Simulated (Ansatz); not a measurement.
CsCl-type TlBr, treated with rVV10 (Ansatz, an electronic-structure program, plane waves, PAW).

Settings: plane-wave cutoff 520 eV, 8×8×8 k mesh, Fermi–Dirac smearing 0.01 eV, scalar-relativistic PAW data made under PBE.

Energies at three volumes about the minimum:

```json
[
 {"V (Å³/atom)": "31.239", "E − E_lowest (meV/atom)": "1.13"},
 {"V (Å³/atom)": "31.877", "E − E_lowest (meV/atom)": "0.00"},
 {"V (Å³/atom)": "32.514", "E − E_lowest (meV/atom)": "1.05"}
]
```

### Question
Fit a parabola by hand: where is the minimum, what lattice constant follows, and what is the bulk modulus?

### Answer
Slopes: (0.00 − 1.13)/(31.877 − 31.239) = -1.771 and (1.05 − 0.00)/(32.514 − 31.877) = 1.648 meV/Å³. Curvature E″ = 2 × (1.648 − (-1.771))/(32.514 − 31.239) = 5.363 meV/Å⁶. From the middle of the first interval, the slope vanishes at V0 = 31.5580 − (-1.771)/5.363 = 31.888 Å³/atom. B = V0 E″ = 31.888 × 5.363 meV/Å³ × 0.1602 GPa per meV/Å³ = 27.4 GPa. With 2 atoms in the cube, a = (2 × 31.888)^(1/3) = 3.995 Å. The full Birch–Murnaghan fit to all volumes gives V0 = 31.876 Å³/atom and B0 = 27.3 GPa.

Measured, for comparison: lattice constant a 3.984 Å (temperature not stated, not corrected to a static lattice; as tabulated in Du and Singh (2010), arXiv:1001.5458).
